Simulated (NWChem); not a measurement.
System: CH₃O anion

```xyz
5

C      0.0000     0.0000    -0.5320
O      0.0000     0.0000     0.8041
H      0.7285     0.7285    -1.0290
H      0.2666    -0.9951    -1.0290
H     -0.9951     0.2666    -1.0290
```
Atoms are numbered in this order, from 1.

Program: NWChem. Structure relaxed at the B3LYP/def2-SVPD level. The gas-phase anion has a positive highest level at the geometry level, so the gas reference is doubtful. Level: B3LYP/def2-SVPD with COSMO at NWChem's default radii, gas-phase geometry; rows give the dielectric constant. Reactions with the solvent are ignored.

```
dielectric constant  electrostatic solvation energy (kcal/mol)
-------------------  -----------------------------------------
1.5                                                      -24.5
2.0                                                      -37.1
2.4                                                      -43.4
11.7                                                     -69.2
78.4                                                     -75.0
```
